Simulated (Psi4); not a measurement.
# CH4S (methanethiol): the dipole moment, rung by rung

The species is CH4S (6 atoms), meant as a singlet with charge 0. SMILES: `CS`. The shape was relaxed beforehand at PBE0/def2-TZVP.

Each level gives the dipole moment (D). The values are calculated.

**The experiment to reproduce.** NIST CCCBDB gives the dipole moment of the gas as 1.52 D.

| level | kind | program | value (D) | computed − measured | CPU time |
| --- | --- | --- | --- | --- | --- |
| PBE-D4/def2-TZVPP (density fitting) | GGA | Psi4 | 1.53 | +0.01 | 53 s |
| r2SCAN-D4/def2-TZVPP (density fitting) | meta-GGA | Psi4 | 1.60 | +0.08 | 3 min |
| B3LYP-D4/def2-TZVPP (density fitting) | global hybrid | Psi4 | 1.53 | +0.01 | 48 s |
| PBE0-D4/def2-TZVPP (density fitting) | global hybrid | Psi4 | 1.57 | +0.05 | 49 s |
| wB97M-V/def2-TZVPP (density fitting) | range-separated hybrid | Psi4 | 1.51 | -0.01 | 3 min |

Nearest: PBE-D4/def2-TZVPP (density fitting) (+0.01 D), B3LYP-D4/def2-TZVPP (density fitting) (+0.01 D), wB97M-V/def2-TZVPP (density fitting) (-0.01 D); farthest: r2SCAN-D4/def2-TZVPP (density fitting) (+0.08 D). The measured dipole is a vibrational average, so differences of a few hundredths of a debye mean little. Computed less measured by kind, in D (of the ab initio rows, those in def2-TZVPP): GGA +0.01; meta-GGA +0.08; global hybrid +0.01 to +0.05; range-separated hybrid -0.01. Magnitudes only. Times are those of the runs behind each value, whatever else they computed, on shared processors of several kinds: orders of magnitude only.
